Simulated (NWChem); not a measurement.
# C4H6O2 (methyl acrylate) at 6 levels

Wanted: a comparison of 6 runs (BHLYP/6-31G*, M06-L/6-31G*, CAM-B3LYP/6-31G*, M06-2X/6-31G*, r2SCAN/6-31G*, wB97X/6-31G*) of C4H6O2 (methyl acrylate). 

Program for the calculation: NWChem 7.3.0.

### Step 1. The molecule

C4H6O2 has 12 atoms, charge 0, and is taken as a singlet. SMILES: `C=CC(=O)OC`. One bond was lengthened or shortened from a relaxed shape.

Bond lengths: C1–C2 1.325 Å, C2–C3 1.478 Å, C3–O4 1.384 Å, C3–O5 1.341 Å, O5–C6 1.423 Å, C1–H7 1.084 Å, C1–H8 1.083 Å, C2–H9 1.084 Å, C6–H10 1.091 Å, C6–H11 1.088 Å, C6–H12 1.091 Å. Some angles: C1–C2–C3 120.5°, C2–C3–O4 125.8°, C2–C3–O5 110.7°, O4–C3–O5 123.5°, C3–O5–C6 115.1°, C1–C2–H9 122.5°, C3–C2–H9 117.0°, C2–C1–H7 120.1°, C2–C1–H8 121.6°, O5–C6–H10 110.6°.

### Step 2. The energy at BHLYP/6-31G(d) (spherical functions) (run 1)

calc.nw reads:

```
start calc
title "C4H6O2 BHLYP"
memory 2200 mb
geometry noautosym nocenter noautoz
C     -2.122274     1.315277     0.123283
C     -0.831874     1.210377     0.407483
C     -0.066174     0.015277    -0.005817
O     -0.573100    -1.071600    -0.696400
O      1.213726     0.116077     0.380783
C      2.039126    -0.988023     0.029783
H     -2.626374     0.521177    -0.416517
H     -2.699474     2.183177     0.417783
H     -0.289974     1.979977     0.944683
H      2.064426    -1.119423    -1.053017
H      3.031026    -0.751523     0.408383
H      1.665226    -1.906623     0.484583
end
basis "ao basis" spherical bse
* library 6-31G*
end
dft
xc bhlyp
grid fine
convergence energy 1e-08
iterations 100
mulliken
print low
end
task dft energy
```

Started as:

```bash
nwchem calc.nw > calc.out
```

The program printed:

```text
[...]
 d= 0,ls=0.0,diis     1   -306.0761918303 -5.30D+02  1.89D-02  1.36D+00     2.5
[...]
 d= 0,ls=0.0,diis    11   -306.2499219196 -6.93D-09  6.00D-07  3.80D-09    22.8
         Total DFT energy =     -306.249921919567
      One electron energy =     -859.278171827303
           Coulomb energy =      370.309879662997
    Exchange-Corr. energy =      -40.852198834653
 Nuclear repulsion energy =      223.570569079391
[...]
      Total Density - Mulliken Population Analysis
     ---------------------------------------------
    Atom       Charge   Shell Charges
 -----------   ------   -------------------------------------------------------
    1 C    6     6.31   2.00  0.70  2.02  0.60  0.97  0.04
    2 C    6     6.18   2.00  0.69  2.06  0.52  0.88  0.04
    3 C    6     5.33   2.00  0.71  1.80  0.31  0.40  0.11
    4 O    8     8.60   2.00  0.93  2.76  1.03  1.87  0.02
    5 O    8     8.50   2.00  0.91  2.91  0.96  1.70  0.03
    6 C    6     6.21   2.00  0.68  2.05  0.58  0.84  0.06
    7 H    1     0.78   0.52  0.27
    8 H    1     0.82   0.53  0.29
    9 H    1     0.81   0.52  0.29
   10 H    1     0.81   0.53  0.28
[...]
```

Wall time 24 s (1 thread of Intel Xeon Platinum 8488C (Sapphire Rapids), shared host); peak memory 0.12 GiB.

### Step 3. A single-point energy at M06-L/6-31G(d) (spherical functions) (run 2)

c4h6o2.nw reads:

```
start c4h6o2
memory stack 880 mb heap 220 mb global 1100 mb
geometry noautosym nocenter noautoz
   C    -2.122274    1.315277    0.123283
   C    -0.831874    1.210377    0.407483
   C    -0.066174    0.015277   -0.005817
   O    -0.573100   -1.071600   -0.696400
   O     1.213726    0.116077    0.380783
   C     2.039126   -0.988023    0.029783
   H    -2.626374    0.521177   -0.416517
   H    -2.699474    2.183177    0.417783
   H    -0.289974    1.979977    0.944683
   H     2.064426   -1.119423   -1.053017
   H     3.031026   -0.751523    0.408383
   H     1.665226   -1.906623    0.484583
end
basis spherical bse
   * library 6-31G*
end
dft
   xc m06-l
   grid fine
   convergence energy 1e-08
   iterations 100
   mulliken
   print low
end
task dft
```

Started as:

```bash
nwchem c4h6o2.nw > c4h6o2.out
```

The program printed:

```text
[...]
 d= 0,ls=0.0,diis     1   -306.2062721585 -5.30D+02  3.21D-02  1.44D+00     3.3
[...]
 d= 0,ls=0.0,diis    13   -306.3918849089 -2.22D-09  1.93D-07  6.95D-10    39.9
         Total DFT energy =     -306.391884908850
      One electron energy =     -859.359998910867
           Coulomb energy =      370.389202381839
    Exchange-Corr. energy =      -40.991657459213
 Nuclear repulsion energy =      223.570569079391
[...]
      Total Density - Mulliken Population Analysis
     ---------------------------------------------
    Atom       Charge   Shell Charges
 -----------   ------   -------------------------------------------------------
    1 C    6     6.36   2.00  0.71  2.02  0.63  0.99  0.03
    2 C    6     6.18   2.00  0.70  2.05  0.54  0.86  0.03
    3 C    6     5.32   2.00  0.72  1.84  0.31  0.35  0.10
    4 O    8     8.59   2.00  0.95  2.74  1.03  1.85  0.02
    5 O    8     8.47   2.00  0.94  2.88  0.96  1.67  0.03
    6 C    6     6.28   2.00  0.69  2.04  0.61  0.89  0.05
    7 H    1     0.78   0.53  0.25
    8 H    1     0.81   0.54  0.27
    9 H    1     0.80   0.54  0.27
   10 H    1     0.80   0.54  0.26
[...]
```

Run time: 41 s. Hardware: 1 thread of Intel Xeon Platinum 8488C (Sapphire Rapids), shared host; peak memory 0.12 GiB.

Runs 3 to 5 aren't shown in full; the table further down has their settings and results.

### Step 4. The energy at wB97X/6-31G(d) (spherical functions) (run 6)

run.py reads:

```python
from ase import Atoms
from ase.calculators.nwchem import NWChem

system = Atoms(['C', 'C', 'C', 'O', 'O', 'C', 'H', 'H', 'H', 'H', 'H', 'H'], positions=[
    [-2.122274, 1.315277, 0.123283],
    [-0.831874, 1.210377, 0.407483],
    [-0.066174, 0.015277, -0.005817],
    [-0.573100, -1.071600, -0.696400],
    [1.213726, 0.116077, 0.380783],
    [2.039126, -0.988023, 0.029783],
    [-2.626374, 0.521177, -0.416517],
    [-2.699474, 2.183177, 0.417783],
    [-0.289974, 1.979977, 0.944683],
    [2.064426, -1.119423, -1.053017],
    [3.031026, -0.751523, 0.408383],
    [1.665226, -1.906623, 0.484583],
])

calc = NWChem(
    label='m1',
    theory='dft',
    memory='2200 mb',
    basis='6-31G*',
    basispar='spherical bse',
    dft={'xc': 'wb97x', 'mult': '1', 'grid': 'fine', 'convergence': 'energy 1e-08', 'iterations': '100', 'mulliken': None},
    task='energy',
)
system.calc = calc

print("Total energy (eV):", round(system.get_potential_energy(), 6))
print("dipole (e A):", system.get_dipole_moment().round(4))
```

Started as:

```bash
export ASE_NWCHEM_COMMAND="nwchem PREFIX.nwi > PREFIX.nwo"
python run.py
```

The program printed:

```text
Total energy (eV): -8336.180904
dipole (e A): [0.2176 0.3501 0.2365]
```

The calculator wrote m1.nwi:

```
title "m1"

permanent_dir m1

scratch_dir m1

start m1

geometry units angstrom nocenter noautosym noautoz
  C  -2.1222740000000000e+00 1.3152770000000000e+00 1.2328300000000000e-01
  C  -8.3187400000000000e-01 1.2103770000000000e+00 4.0748299999999998e-01
  C  -6.6173999999999997e-02 1.5277000000000001e-02 -5.8170000000000001e-03
  O  -5.7310000000000005e-01 -1.0716000000000001e+00 -6.9640000000000002e-01
  O  1.2137260000000001e+00 1.1607700000000000e-01 3.8078299999999998e-01
  C  2.0391260000000000e+00 -9.8802299999999998e-01 2.9783000000000000e-02
  H  -2.6263740000000002e+00 5.2117700000000000e-01 -4.1651700000000003e-01
  H  -2.6994739999999999e+00 2.1831770000000001e+00 4.1778300000000002e-01
  H  -2.8997400000000001e-01 1.9799770000000001e+00 9.4468300000000005e-01
  H  2.0644260000000001e+00 -1.1194230000000001e+00 -1.0530170000000001e+00
  H  3.0310260000000002e+00 -7.5152300000000005e-01 4.0838300000000000e-01
  H  1.6652260000000001e+00 -1.9066230000000000e+00 4.8458299999999999e-01
end

memory 2200 mb

basis spherical bse noprint
   * library 6-31G*
end

dft
  xc wb97x
  mult 1
  grid fine
  convergence energy 1e-08
  iterations 100
  mulliken
end

task dft energy
```

m1.nwo:

```text
Northwest Computational Chemistry Package (NWChem) 7.3.0
             --------------------------------------------------------

           Job information
           ---------------

    nwchem branch   = 7.3.0
    use scalapack   = T
    input           = m1.nwi
    prefix          = m1.
    data base       = m1/m1.db
    status          = startup
    nproc           =        1

           Memory information
           ------------------

[... 5 lines left out ...]
    hardfail = no
[... 128 lines left out ...]
          Convergence on energy requested:  1.00D-08
[... 31 lines left out ...]
          Convergence Information
[... 30 lines left out ...]
 1-e energy   =    -855.407408
[... 44 lines left out ...]
      One electron energy =     -859.280468308082
[... 8 lines left out ...]
                       DFT Final Molecular Orbital Analysis
[... 707 lines left out ...]
     Multipole analysis of the density
     ---------------------------------

     L   x y z        total         alpha         beta         nuclear
     -   - - -        -----         -----         ----         -------
     0   0 0 0     -0.000000    -23.000000    -23.000000     46.000000

     1   1 0 0      0.411159     -0.156008     -0.156008      0.723175
[... 8 lines of this table left out ...]
     2   0 0 2    -27.167578    -29.445775    -29.445775     31.723972

 Task  times  cpu:       74.4s     wall:       74.4s
 Total times  cpu:       74.4s     wall:       74.4s
```

Wall time 76 s (1 thread of Intel Xeon Platinum 8488C (Sapphire Rapids), shared host); peak memory 0.12 GiB.

### Step 5. All runs side by side

```tsv
run	level	energy (Eh)	wall time
1	BHLYP/6-31G* (spherical functions)	-306.249922	24 s
2	M06-L/6-31G* (spherical functions)	-306.391885	41 s
3	CAM-B3LYP/6-31G* (spherical functions)	-306.286218	79 s
4	M06-2X/6-31G* (spherical functions)	-306.293538	33 s
5	r2SCAN/6-31G* (spherical functions)	-306.260003	37 s
6	wB97X/6-31G* (spherical functions)	-306.349000	76 s
```

### Step 6. Results

| quantity | value |
| --- | --- |
| run 6: total energy | -306.34900 Eh |
| run 6: dipole moment | 2.28 D |
| run 6: HOMO energy | -9.80 eV |
| run 6: LUMO energy | 0.76 eV |
| run 6: HOMO–LUMO gap | 10.56 eV |

**Reading.** Over runs 3, 4, 5, 6 the dipole moment (its size) runs from 2.25 D (r2SCAN/6-31G*) to 2.28 D (wB97X/6-31G*). Over runs 3, 5, 6 the HOMO–LUMO gap runs from 3.60 eV (r2SCAN/6-31G*) to 10.56 eV (wB97X/6-31G*). Totals of different functionals can't be ranked against each other. All runs together took 4.8 min, the longest 79 s.
